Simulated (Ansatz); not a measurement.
A nudged elastic band was laid between two geometries of C$_{2}$H$_{4}$N (7 atoms, charge -1, multiplicity 1).

Theory: RKS CAM-B3LYP-D4/6-31G* (Ansatz).

```
movable images  : 7
climbing image  : yes
spring          : 5.0 eV/Å²
optimiser       : quadratic models (default)
start path      : through a guess of the saddle point
force threshold : 0.05 eV/Å
iteration limit : 60
end points      : relaxed
```

Initial state:

```xyz
7
Properties=species:S:1:pos:R:3
C -0.965 -0.136 -0.664
N -0.326 -0.280 0.478
C 0.910 0.089 0.745
H -1.996 -0.484 -0.750
H -0.512 0.331 -1.555
H 1.568 0.575 0.006
H 1.322 -0.094 1.739
```

Final state:

```xyz
7
Properties=species:S:1:pos:R:3
C -0.966 -0.134 -0.663
N -0.327 -0.279 0.479
C 0.910 0.087 0.745
H -0.510 0.329 -1.554
H -1.996 -0.483 -0.751
H 1.566 0.574 0.005
H 1.322 -0.093 1.739
```

(1) What changes between the two ends?

(2) What energy profile does the band end with?

(3) What is the geometry of the highest image?

(4) What are the harmonic wavenumbers there?

The band took 13 iterations and roughly 80 core-seconds.

Answers

(1) No bond is made or broken. The dihedral H5–C1–N2–C3 goes from 0 to -180°. The two ends are copies of one structure, up to a mirror image or an exchange of like atoms.

(2) The forces met the threshold. The highest image is number 4 of 0 to 8, 116.3 kJ/mol above the ends, which have the same energy within 2 meV. A vibrational analysis at the climbing image gives one clearly imaginary mode, 450i cm⁻¹: a first-order saddle point. Limits of this set-up: an anion without diffuse functions, the dipole of an ion depends on the origin.

```json
{"image": "0", "path coordinate (Å)": "0.00", "energy (kJ/mol)": "0.0", "dihedral H5–C1–N2–C3 (°)": "0"}
{"image": "1", "path coordinate (Å)": "0.43", "energy (kJ/mol)": "14.8", "dihedral H5–C1–N2–C3 (°)": "26"}
{"image": "2", "path coordinate (Å)": "0.86", "energy (kJ/mol)": "58.0", "dihedral H5–C1–N2–C3 (°)": "62"}
{"image": "3", "path coordinate (Å)": "1.29", "energy (kJ/mol)": "102.2", "dihedral H5–C1–N2–C3 (°)": "100"}
{"image": "4", "path coordinate (Å)": "1.72", "energy (kJ/mol)": "116.3", "dihedral H5–C1–N2–C3 (°)": "129"}
{"image": "5", "path coordinate (Å)": "2.15", "energy (kJ/mol)": "102.5", "dihedral H5–C1–N2–C3 (°)": "154"}
{"image": "6", "path coordinate (Å)": "2.57", "energy (kJ/mol)": "58.2", "dihedral H5–C1–N2–C3 (°)": "171"}
{"image": "7", "path coordinate (Å)": "3.00", "energy (kJ/mol)": "14.9", "dihedral H5–C1–N2–C3 (°)": "179"}
{"image": "8", "path coordinate (Å)": "3.43", "energy (kJ/mol)": "0.0", "dihedral H5–C1–N2–C3 (°)": "-180"}
```

(3) 
```xyz
7
Properties=species:S:1:pos:R:3
C -0.770 0.203 -0.872
N -0.090 -0.546 0.261
C 0.868 0.083 0.788
H -1.845 0.118 -0.560
H -0.768 -0.584 -1.673
H 1.161 1.088 0.437
H 1.445 -0.361 1.618
```

(4) 450i, 476, 739, 840, 1018, 1119, 1218, 1235, 1458, 1482, 1745, 2771, 2788, 2964, 3024 cm⁻¹.

Run time: 78 s on 1 thread of AMD EPYC 9R45 96-Core Processor (Zen 5) (shared host), peak memory 0.13 GiB.
